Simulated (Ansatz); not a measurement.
Molecule: acetylene, C$_{2}$H$_{2}$, net charge 0, singlet state. SMILES: C#C
Structure (B3LYP-D3(BJ)/def2-TZVP (Ansatz, a quantum-chemistry and plane-wave program) minimum search):
```xyz
4

C      0.0000     0.0000    -0.5984
C      0.0000     0.0000     0.5984
H      0.0000     0.0000     1.6611
H      0.0000     0.0000    -1.6611
```
Charge 0, spin multiplicity 1.

Computed values are from Ansatz. Valence correlation only, unless marked. Open shells are spin-unrestricted. Spin-orbit coupling is left out. Non-relativistic. CBS marks a two-point X^-3 extrapolation of the correlation energy; Hartree-Fock from the larger set.

Q: What is the T1 diagnostic at CCSD/aug-cc-pVQZ?

A: 0.013.

Q: What is the total energy at CCSD(T)/CBS(aug-cc-pVTZ,aug-cc-pVQZ)?

A: -77.2214 Eh.

Q: What is the dipole moment at CCSD(T)/aug-cc-pVDZ?

A: 0.00 D.

Q: What is the vertical ionisation energy (to the doublet) at CCSD(T)/CBS(def2-TZVPPD,def2-QZVPPD)?

A: 11.54 eV.

Q: What is the atomisation energy De at CCSD(T)/CBS(aug-cc-pVTZ,aug-cc-pVQZ)?

A: 1687.2 kJ/mol.
